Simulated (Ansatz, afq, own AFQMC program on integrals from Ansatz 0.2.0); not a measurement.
AFQMC, coupled cluster and functionals along a coordinate of ZrH, quartet

```xyz
2

Zr    0.0000    0.0000    0.0000
H     0.0000    0.0000    1.8590
```

The Zr1–H2 distance is changed with both sides rigid. Energies in mEh count from this geometry (1.859 Å) at the same level; the start stands on UHF, each point on the determinant named.

Basis def2-TZVP with its core potentials. Noble-gas cores (and the filled d shells of Ga–Kr and In–Xe) are frozen. AFQMC by an in-house program on the Cholesky factors that Ansatz 0.2.0 writes for its CCSD(T) run. The CISD trial takes its coefficients from CCSD amplitudes. Released means that phaseless walkers are propagated on without the constraint, phases kept. Error bars are statistical, one sigma. No spin–orbit coupling. The metal's outer-core s and p shells are frozen, which shifts wave-function levels against functionals.

Cautions, each for one point or more: CCSDTQ on the ROHF determinant differs, by its state or its frozen core; an unrestricted solution with more broken spin lies lower; lower spins were not checked; no spin-orbit coupling; outer-core shells of the metal frozen; raised T1 diagnostic; strong correlation; unrestricted determinant spin contaminated.

```json
{"r(Zr1–H2) / Å": "1.499", "det.": "UHF", "T1": "0.028", "weight": "0.95", "⟨S²⟩": "3.76", "CCSD": "41.3", "wB97M-V": "37.0", "CCSD(T)": "41.3"}
{"r(Zr1–H2) / Å": "2.284", "det.": "UHF", "T1": "0.043", "weight": "0.93", "⟨S²⟩": "3.76", "CCSD": "16.3", "wB97M-V": "18.7", "CCSD(T)": "16.2"}
{"r(Zr1–H2) / Å": "2.929", "det.": "UHF", "T1": "0.068", "weight": "0.87", "⟨S²⟩": "3.88", "CCSD": "60.1", "wB97M-V": "67.5", "CCSD(T)": "59.4"}
{"r(Zr1–H2) / Å": "4.141", "det.": "UHF", "T1": "0.059", "weight": "0.87", "⟨S²⟩": "3.88", "CCSD": "84.0", "wB97M-V": "94.0", "CCSD(T)": "83.0"}
{"r(Zr1–H2) / Å": "6.400", "det.": "UHF", "T1": "0.022", "weight": "0.90", "⟨S²⟩": "3.76", "CCSD": "84.2", "wB97M-V": "94.3", "CCSD(T)": "83.3"}
```

Task: Estimate the curve of full CI, counted from the same start.

Result: 
```csv
r(Zr1–H2) / Å,det.,T1,weight,⟨S²⟩,FCI,ph-AFQMC/CISD,CCSDT(Q)
1.499,UHF,0.028,0.95,3.76,41.3,41.2 ± 0.09,41.3
2.284,UHF,0.043,0.93,3.76,16.0,16.1 ± 0.1,16.0
2.929,UHF,0.068,0.87,3.88,58.5,59.5 ± 0.2,58.5
4.141,UHF,0.059,0.87,3.88,82.3,82.9 ± 0.1,82.4
6.400,UHF,0.022,0.90,3.76,82.7,83.3 ± 0.1,82.7
```

Weight is that of the determinant in the CISD state; at the start T1 is 0.032 and the weight 0.95, and ⟨S²⟩ is 3.76. Symmetry can't show for every point that it stays on the start's state. Largest departures from full CI: CCSD(T) 0.9 mEh at 2.929 (on UHF), ph-AFQMC/CISD 0.9 mEh at 2.929 (on UHF), CCSDT(Q) 0.0 mEh at 4.141 (on UHF), CCSD 1.6 mEh at 4.141 (on UHF). The functionals aren't scored here.

CCSDT and higher add their correlation energy to the determinant of the CCSD(T) run, since their own runs factorise the integrals more tightly (a shift of under 2 meV).
